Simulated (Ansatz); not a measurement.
# H4IN: from a trial structure to a relaxed crystal

Theory: DFT PBEsol, scalar-relativistic, plane waves, PAW (Ansatz 0.2.0). Cutoff 420 eV, Γ-centred k mesh, Gaussian smearing, no spin polarisation in the final step.

The start puts H4IN on the sites of a reported RbAlF4 cell (P4/mmm, No. 123), with I in place of Rb, N in place of Al, H in place of F, at a guessed volume.

```
CELL_PARAMETERS angstrom
3.77488 0.00000 0.00000
0.00000 3.77488 0.00000
0.00000 0.00000 6.50652
ATOMIC_POSITIONS crystal
H 0.50000 0.00000 0.00000
H 0.00000 0.50000 0.00000
H 0.00000 0.00000 0.27700
H 0.00000 0.00000 0.72300
I 0.50000 0.50000 0.50000
N 0.00000 0.00000 0.00000
```

Steps on the 4×4×4 mesh (6 atoms). 10 of 11 steps are shown, and the free energy counts from the last. Trial steps that were taken back and renewals of the plane-wave basis can be among the rows.

```
step  ΔF (meV/atom) V (Å³/atom) P (GPa) largest force component (eV/Å)
   1         1083.1        15.45   -17.28                           2.044
   2          721.7        13.40   -17.95                           2.630
   3          393.1        11.63   -16.45                           3.252
   4           87.2        10.47    -9.29                           2.909
   5           62.6         9.91     5.93                           3.980
   6            9.2         9.75    -0.87                           1.107
   7            1.5         9.82     1.42                           0.043
   8           -0.3        10.02     1.20                           0.155
   9           -2.2        10.41     0.49                           0.149
  11            0.0        10.54    -0.16                           0.007
```

A final relaxation ran on a 12×12×6 mesh. The relaxed crystal, P4/mmm (No. 123):

```cif
data_structure
_symmetry_space_group_name_H-M 'P4/mmm'
_symmetry_Int_Tables_number 123
_cell_length_a 3.1839
_cell_length_b 3.1839
_cell_length_c 6.0054
_cell_angle_alpha 90.000
_cell_angle_beta 90.000
_cell_angle_gamma 90.000
_cell_volume 60.88
loop_
_atom_site_label
_atom_site_type_symbol
_atom_site_symmetry_multiplicity
_atom_site_Wyckoff_symbol
_atom_site_fract_x
_atom_site_fract_y
_atom_site_fract_z
_atom_site_occupancy
H1 H 2 f 0.50000 0.00000 0.00000 1
H2 H 2 g 0.00000 0.00000 0.17160 1
I1 I 1 d 0.50000 0.50000 0.50000 1
N1 N 1 a 0.00000 0.00000 0.00000 1
```

| Quantity | Value |
| --- | --- |
| Volume per atom | 10.1 Å³ |
| Density | 4.0 g/cm³ |
| Energy over the elements | 0.39 eV/atom |
| Gap on the 12×12×6 mesh | 0 eV (a metal) |

Energies over the elements count from the elements' standard structures at the same level (H₂, N₂ as molecules), with no empirical corrections.

The final run used a 12×12×6 mesh on its 6-atom cell and 0.10 eV smearing. The k mesh leaves about 4 meV/atom of noise in metals. Weakly bound directions are ill-defined at this level, which has no dispersion term. Spin–orbit coupling is left out.

A structure relaxed within its symmetry needn't be a true minimum.

Cost: 4 runs of about 3.1 core-minutes in all, on Intel Xeon Processor @ 2.50GHz (Skylake/Cascade Lake) (shared hosts).